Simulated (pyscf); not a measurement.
`[AsH2][InH2]` + `[AsH3]` → `[AsH2][InH][AsH2]` + `[H][H]`, a four-centre exchange (singlet surface; H–In, As–H broken, As–In, H–H formed). PySCF, gas phase, ωB97X-D3(BJ)/def2-SVP geometries. Energies in kcal/mol from the separated reactants.

Small-basis levels: PySCF, no dispersion term, spherical d functions. 

Quick BP86/6-31G*+LANL2DZ single points give ΔE‡ = 23.0 kcal/mol and ΔE = -13.3 kcal/mol. What does ωB97M-D3(BJ)/def2-TZVP give, and how far is the quick result from it?

ωB97M-D3(BJ)/def2-TZVP gives ΔE‡ = 25.0 kcal/mol and ΔE = -11.7 kcal/mol. BP86/6-31G*+LANL2DZ lies 2.0 kcal/mol under it in the barrier and 1.6 kcal/mol under it in the reaction energy, so on this step it holds to within 3.0 kcal/mol. ωB97M-D3(BJ)/def2-TZVP has limits of its own. On the reactant side the descent ends in a complex (not fully relaxed), 6.3 kcal/mol under the separated species and 26.1 kcal/mol under the saddle at ωB97X-D3(BJ)/def2-TZVP. At the saddle there is also a short H–In contact that neither side keeps. At ωB97X-D3(BJ)/def2-TZVP the barrier from the zero used here is 19.9 kcal/mol. One saddle was located; it need not be the lowest between these sides. In the def2 sets elements up to Kr have no core potential. In the def2 sets elements past Kr carry core potentials, without spin-orbit coupling.
